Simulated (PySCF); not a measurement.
## Core-level binding energies of CH3Li

CH3Li.
Bonds: Li1–C2. Hydrogens: H3, H4, H5 on C2.

Method: PySCF 2.14.0, delta-SCF UKS SCAN, pcX-2 on the ionised atom, pcseg-1 elsewhere, spin-free X2C. Binding energies are ΔSCF values: E(core-ionised, relaxed orbitals) − E(ground state) at a fixed geometry, referred to the vacuum level.

Question: What binding energy does each computed site have?

Answer: 
```tsv
atom(s)	bonded to	level	binding energy (eV)	count
Li1	C	Li 1s	63.66	1
C2	3 H and Li	C 1s	287.41	1
```

Question: Which effective nuclear charge Zeff reproduces each element's mean 1s value in the hydrogen-like formula E = 13.606 eV × Zeff²?

Answer: Li (Z = 3): mean 63.7 eV, Zeff = 2.16, Z − Zeff = 0.84; C (Z = 6): mean 287.4 eV, Zeff = 4.60, Z − Zeff = 1.40. Means run over the listed sites, weighted by atom count.

Question: Which photon wavelength matches the Li 1s of Li1 threshold?

Answer: λ = hc/E = 12398.42 eV Å / 63.66 eV = 194.760 Å.

Isolated species at its PBE0-D3(BJ)/def2-SVP geometry, gas phase.

On an x86-64 server with one thread (shared host), this took 1.8 s wall.
